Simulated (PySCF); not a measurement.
Bond stretch in NH, triplet.

ROKS-PBE = restricted open-shell PBE/6-31G (PySCF 2.14.0); UKS-PBE = unrestricted PBE/6-31G in PySCF 2.14.0; UKS-TPSSh = unrestricted TPSSh/6-31G (PySCF); UCCSD(T) = PySCF with CCSD(T) on UHF/6-31G, 1 core orbital frozen.

Energies relative to the lowest point of each curve near equilibrium, in kcal/mol; the last columns give the difference from UCCSD(T):

```csv
R / Å,ROKS-PBE,UKS-PBE,UKS-TPSSh,UCCSD(T),ROKS-PBE − UCCSD(T),UKS-PBE − UCCSD(T),UKS-TPSSh − UCCSD(T)
0.84,34.0,34.1,31.5,32.1,1.9,1.9,-0.6
0.89,18.4,18.4,16.4,16.9,1.5,1.5,-0.5
0.93,10.1,10.2,8.6,9.0,1.1,1.2,-0.4
0.97,4.7,4.8,3.7,4.0,0.8,0.8,-0.3
1.00,2.2,2.2,1.5,1.7,0.5,0.5,-0.2
1.04,0.4,0.4,0.1,0.2,0.2,0.2,-0.1
1.07,0.0,0.0,0.0,0.0,0.0,0.0,0.0
1.10,0.3,0.3,0.6,0.4,-0.2,-0.2,0.1
1.16,2.4,2.3,3.2,2.7,-0.4,-0.4,0.4
1.21,5.2,5.2,6.4,5.6,-0.4,-0.5,0.8
1.30,12.0,11.8,13.8,12.1,0.0,-0.2,1.8
1.41,21.8,21.4,24.1,20.6,1.2,0.8,3.5
1.57,36.7,35.7,39.0,32.3,4.4,3.4,6.6
1.70,48.5,46.5,49.2,40.3,8.3,6.3,8.9
1.87,62.8,58.0,58.6,48.1,14.8,10.0,10.6
2.07,77.6,67.0,66.1,53.9,23.7,13.1,12.2
2.30,91.8,72.6,71.5,57.3,34.4,15.3,14.1
2.52,102.6,75.4,74.6,58.7,43.8,16.7,15.9
2.82,113.6,77.3,77.0,59.3,54.3,17.9,17.6
3.13,121.7,78.1,77.9,59.5,62.2,18.6,18.4
3.68,130.1,78.7,78.3,59.6,70.6,19.1,18.7
4.20,134.0,78.8,78.4,59.6,74.4,19.2,18.8
```

ROKS-PBE is furthest from UCCSD(T) at 4.20 (74.4 kcal/mol, above); its mean absolute difference over the points is 18.1 kcal/mol.

UKS-PBE is furthest from UCCSD(T) at 4.20 (19.2 kcal/mol, above); its mean absolute difference over the points is 6.7 kcal/mol.

UKS-TPSSh is furthest from UCCSD(T) at 4.20 (18.8 kcal/mol, above); its mean absolute difference over the points is 6.8 kcal/mol.

The unrestricted determinant behind UKS-PBE, UKS-TPSSh is spin-contaminated at 1.70 to 4.20 Å (<S²> up to 3.0, against 2.00 for a pure triplet). The unrestricted determinant behind UCCSD(T) is spin-contaminated at 1.30 to 4.20 Å (<S²> up to 3.0, against 2.00 for a pure triplet).
